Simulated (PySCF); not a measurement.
Species: H₂O.
SMILES: `O`

Method used: PBE0-D3(BJ)/def2-SVP geometry optimisation, gas phase (PySCF).

Masses are those of the commonest isotopes; rigid-rotor values at the optimised geometry. 

Task: What are A, B and C (MHz)?

Result: Ia = 0.64, Ib = 1.15, Ic = 1.79 u·Å²; 505379 MHz·u·Å²/I gives A = 789547, B = 440600, C = 282791 MHz.

Task: What kind of rotor is it?

Result: An asymmetric top: κ = (2 × 440600 − 789547 − 282791)/(789547 − 282791) = -0.38.

Task: Give the coordinates in the principal-axis frame, origin at the centre of mass.

Result: The sense of each axis is arbitrary; atoms in the order of the calculation.
```
atom  mass (u)   a (Å)   b (Å)  c (Å)
  O1    15.995   0.000   0.067  0.000
  H2     1.008  -0.754  -0.531  0.000
  H3     1.008   0.754  -0.531  0.000
```

Task: Predict some low-J microwave lines.

Result: The dipole components are |μa| = 0.00 D, |μb| = 2.03 D, |μc| = 0.00 D; the symmetry axis of this C2v structure is b, so μa and μc vanish by symmetry and there are no a-type or c-type lines. Some lines, for components of 0.1 D or more:

```
type  branch         J(Ka,Kc)      MHz  lower level (cm⁻¹)
   b       Q  3(2,1) ← 3(1,2)  1037317             173.797
   b       Q  3(1,2) ← 3(0,3)  1065808             138.245
   b       R  1(1,1) ← 0(0,0)  1072338               0.000
   b       Q  4(2,2) ← 4(1,3)  1110966             277.174
   b       R  3(1,2) ← 2(2,1)  1328717             129.476
   b       Q  4(1,3) ← 4(0,4)  1585498             224.288
   b       R  3(0,3) ← 2(1,2)  1783177              78.765
   b       Q  4(3,1) ← 4(2,2)  1805478             314.232
   b       R  4(1,3) ← 3(2,2)  2257717             201.865
   b       Q  4(3,2) ← 4(2,3)  2264142             297.259
   b       R  4(1,4) ← 3(0,3)  2637076             138.245
   b       R  2(2,0) ← 1(1,1)  2851836              35.769
   b       R  3(3,0) ← 2(2,1)  4340761             129.476
   b       R  4(2,2) ← 3(1,3)  5149488             142.463
   b       R  4(3,1) ← 3(2,2)  5174162             201.865
   b       R  4(4,1) ← 3(3,0)  5890925             274.268
```

Stationary, but not proved a minimum. Constants of a rigid frame at the computed geometry: no zero-point averaging, no centrifugal distortion.
